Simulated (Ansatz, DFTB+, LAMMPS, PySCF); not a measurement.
**Diamond, cohesive energy**

Reference value: 7.55 eV/atom (measured, static lattice: zero-point vibration energy added; as tabulated in Mejia-Rodriguez and Trickey (2018), arXiv:1807.09216).

| level (code) | value (eV/atom) | cell (Å³/atom) | error (eV/atom) |
|---|---|---|---|
| LCBOP C.lcbop (LAMMPS) | 7.35 | 5.66 | -0.20 |
| DFTB cp2k-nonscc (DFTB+) | 9.26 | 5.68 | +1.71 |
| LDA (Ansatz) | 8.95 | 5.51 | +1.40 |
| PBE (PySCF) | 7.72 ± 0.04 | 5.70 | +0.17 |
| rVV10 (Ansatz) | 7.64 | 5.76 | +0.09 |
| r²SCAN-D4 (Ansatz) | 7.59 | 5.61 | +0.04 |
| r²SCANh (Ansatz) | 7.46 | 5.60 | -0.09 |
| Hartree–Fock (PySCF) | 5.35 ± 0.08 | 5.58 | -2.20 |
| CCSD (PySCF) | 7.48 ± 0.2 | 5.54 | -0.07 |

Leaving aside DFTB cp2k-nonscc (doubt noted below): Once the reference is moved by up to 0.03 eV/atom (a margin picked here for doubts on the reference and the settings) and values within 0.03 eV/atom count as equal, the nearest can be r²SCAN-D4 (+0.04 eV/atom), CCSD (-0.07 eV/atom) or r²SCANh (-0.09 eV/atom). Among them Hartree–Fock (-2.20 eV/atom) misses by most. Within 0.5 eV/atom: LCBOP C.lcbop, PBE, rVV10, r²SCAN-D4, r²SCANh, CCSD.

Published values of wave-function and many-body methods: 7.29 eV/atom (published CCSD value, static lattice; Booth et al. (2012), doi:10.1038/nature11770); 8.04 eV/atom (published MP2 value, static lattice, all-electron; Ye and Berkelbach (2024), arXiv:2407.11258).

Free atoms are spin-polarised, in the lowest state found; at levels without +SOC their spin–orbit coupling is left out.  A ± on a computed value is a rough bar: the spread of its extrapolation, a floor set from checks against published values, or a statistical error. DFTB cp2k-nonscc: the free atoms are run in the same model without spin. DFTB cp2k-nonscc: this tight-binding set is not self-consistent in the charges. Each level is taken at its own relaxed cell. Cutoffs and k meshes differ between the levels. Ansatz's density-functional and Hartree–Fock values are scalar-relativistic unless marked +SOC, with PAW data made under PBE.

Empirical potentials (LCBOP C.lcbop) are fitted to chosen data: where that held the value shown, agreement is built in, and what lay outside the fit can be far off.

Differences are worked out from the printed values.

Ansatz is a quantum-chemistry and plane-wave program.
